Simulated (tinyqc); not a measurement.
Starting guesses with DIIS over 6 matrices: SCF starting guesses in the sto-3g basis, for LiH, spin multiplicity 3. Computed by the program tinyqc with PySCF. 

Geometry (angstrom):
```
atom       x       y       z
Li    0.0000  0.0000  0.0000
H     0.0000  0.0000  1.9370
```

lowest solution found by these runs and by PySCF with stability checks = -7.775314 hartree

UHF with one setting changed at a time; a run stops when the energy changes by less than 1e-09 hartree and the error matrix is below 1e-5. Starts: the lowest orbitals of the core Hamiltonian, of the Wolfsberg-Helmholz matrix (K = 1.75), projected atomic densities, random orbitals, and the highest orbitals of the core Hamiltonian (a deliberately bad start).

Largest element of the error matrix X^T (FDS - SDF) X:
```
iteration     core  Wolfsberg-Helmholz  atomic densities   random  highest core orbitals
1          1.2e-01             1.3e-01           7.6e-02  8.9e-01                6.2e-02
2          4.4e-02             5.3e-02           1.3e-01  1.1e-01                1.1e-01
3          1.1e-02             6.4e-03           5.9e-02  4.4e-02                9.3e-02
4          3.9e-04             2.1e-03           4.9e-03  2.3e-02                9.9e-02
5          4.6e-05             1.3e-04           1.1e-03  2.1e-02                3.0e-02
6          2.3e-06             6.2e-07           2.4e-04  1.1e-02                2.3e-02
8                -                   -           3.5e-07  3.4e-04                1.9e-03
10               -                   -                 -  4.1e-05                2.1e-05
14               -                   -                 -  6.2e-07                      -
```

How each run ends:
```
run                    iterations  E (hartree)         state
core                            7    -7.717151        higher
Wolfsberg-Helmholz              7    -7.775314  lowest found
atomic densities                8    -7.775314  lowest found
random                         14    -7.775314  lowest found
highest core orbitals          12    -7.775314  lowest found
```

4 of 5 runs reach the lowest solution found, in 7 to 14 iterations (fastest: Wolfsberg-Helmholz). Ending on a higher stationary point: core; a small error matrix cannot reveal that, and an occupation fixed by the start is kept by symmetry or by the shape of the basin. The first errors are 1e-01, 1e-01, 8e-02, 9e-01, 6e-02; the deliberately bad start has the smallest one, so a small first error does not mark a good start.
